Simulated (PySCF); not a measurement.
# C2H6Al: the cost of one run

Method: levels as typed in each script, gas phase, geometry from GFN2-xTB; program: PySCF 2.14.0.

### 1 Where the work starts

SMILES `C[Al+]C`, 9 atoms, charge 1, spin multiplicity 1.

Bond lengths: C1–Al2 1.961 Å, C1–H4 1.102 Å, C1–H5 1.102 Å, C1–H6 1.102 Å, Al2–C3 1.961 Å, C3–H7 1.102 Å, C3–H8 1.102 Å, C3–H9 1.102 Å. Angles: Al2–C1–H4 111.3°, Al2–C1–H5 111.3°, Al2–C1–H6 111.3°, H4–C1–H5 107.6°, H4–C1–H6 107.6°, H5–C1–H6 107.6°, C1–Al2–C3 179.9°, Al2–C3–H7 111.3°, Al2–C3–H8 111.3°, Al2–C3–H9 111.3°, H7–C3–H8 107.6°, H7–C3–H9 107.6°, H8–C3–H9 107.6°.

Geometry (Å):

```tsv
atom	x (Å)	y (Å)	z (Å)
C1	-1.9611	0.0005	0.0001
Al2	0.0000	-0.0006	0.0000
C3	1.9611	0.0005	0.0001
H4	-2.3613	0.4779	-0.9094
H5	-2.3612	-1.0260	0.0409
H6	-2.3612	0.5489	0.8681
H7	2.3613	-0.9781	0.3121
H8	2.3613	0.7600	0.6910
H9	2.3613	0.2191	-1.0037
```

### 2 Localised orbitals (TPSSh/def2-tzvp)

The input, input.py:

```python
import numpy as np
from pyscf import gto, scf, dft, lo
from pyscf.data.elements import chemcore

def solve(mol, dm0=None, hcore=None):
    mf = (dft.UKS if mol.spin else dft.RKS)(mol, xc='tpssh')
    mf.grids.level = 3
    mf = mf.density_fit(auxbasis='def2-universal-jkfit')
    mf.conv_tol, mf.max_cycle = 1e-8, 80
    if hcore is not None:
        mf.get_hcore = lambda *args: hcore
    mf.kernel(dm0)
    if not mf.converged:
        mf = mf.newton().run(mf.mo_coeff, mf.mo_occ, max_cycle=30)
    assert mf.converged, 'SCF not converged'
    return mf

mol = gto.M(atom='''
C     -1.96107     0.00051     0.00006
Al    -0.00002    -0.00060     0.00002
C      1.96109     0.00049     0.00008
H     -2.36125     0.47786    -0.90943
H     -2.36123    -1.02597     0.04087
H     -2.36124     0.54893     0.86807
H      2.36127    -0.97813     0.31209
H      2.36126     0.75997     0.69101
H      2.36125     0.21908    -1.00369
''', basis='def2-tzvp', charge=1, spin=0, verbose=4)
mf = solve(mol)
occ_all = mf.mo_coeff[:, mf.mo_occ > 0]
occ = occ_all[:, chemcore(mol):]
loc = lo.ibo.ibo(mol, occ, iaos=lo.iao.iao(mol, occ_all))
fock, s = mf.get_fock(), mf.get_ovlp()
ortho = lo.orth_ao(mol, 'meta_lowdin')
ortho = lo.vec_lowdin(lo.iao.iao(mol, occ_all), s)
labels = lo.iao.reference_mol(mol).ao_labels(fmt=None)
vir = lo.vvo.livvo(mol, occ_all, mf.mo_coeff[:, mf.mo_occ == 0])
both = np.hstack([loc, vir])
p = (ortho.T @ s @ both) ** 2
pop = np.array([p[[l[0] == a for l in labels]].sum(0) for a in range(mol.natm)])
spd = np.array([[p[[l[0] == a and l[2][-1] == k for l in labels]].sum(0) for k in 'spd'] for a in range(mol.natm)])
eps = np.einsum('pi,pq,qi->i', both, fock, both)
for i in np.argsort(eps):
    top = np.argsort(-pop[:, i])[:3]
    print('%3d %s %9.4f Eh ' % (i + 1, 'occ' if i < loc.shape[1] else 'vir', eps[i]), '  '.join('%s%d %.3f' % (mol.atom_symbol(a), a + 1, pop[a, i]) for a in top))
np.savez('result.npz', c=both, nocc=loc.shape[1], pop=pop, spd=spd, eps=eps, e=mf.e_tot)
```

Launch:

```bash
$ OMP_NUM_THREADS=1 python input.py
```

**Question.** How long does this run take on 1 thread of AMD EPYC 9R14 (Zen 4), shared host, and how much memory does it need?

About 9.3 s, with a peak of 0.58 GiB.
